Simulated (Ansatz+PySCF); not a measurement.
# singlet HF: levels of theory in one basis

```yaml
atoms:
  - { symbol: H, position_ang: [0.0467, -0.0065, -0.8116] }
  - { symbol: F, position_ang: [0.0024, 0.0061, 0.0425] }
```

Basis set: def2-SVP (spherical functions). Left uncorrelated: 1 orbital. Charge 0, multiplicity 1.

Computed with Ansatz (development build ahead of 0.2.0); each method stands on the lowest determinant of its kind that the runs found. NEVPT2 correlates all electrons. Active spaces start from the frontier orbitals, and the lowest solution found is given.

| method | E − E(RHF) (eV) | <S²> of the determinant |
| --- | --- | --- |
| RHF | 0.00 | 0.00 |
| RHF-MP2 | -5.35 | – |
| RHF-CCSD | -5.50 | – |
| RHF-CCSD(T) | -5.55 | – |
| CASSCF(8,5) | -0.59 | – |

Q: What does SC-NEVPT2(8,5) give on the same scale?

A: -4.97 eV. NEVPT2 here correlates all electrons, so it doesn't share the others' frozen core.

Q: Is a single determinant a sound starting point here?

A: By this sign, yes. Unrestricted orbitals gain 0.00 eV and <S²> is 0.00 against 0.00 for a pure state. The CASSCF(8,5) natural occupations are 2.00, 2.00, 2.00, 1.98, 0.02.
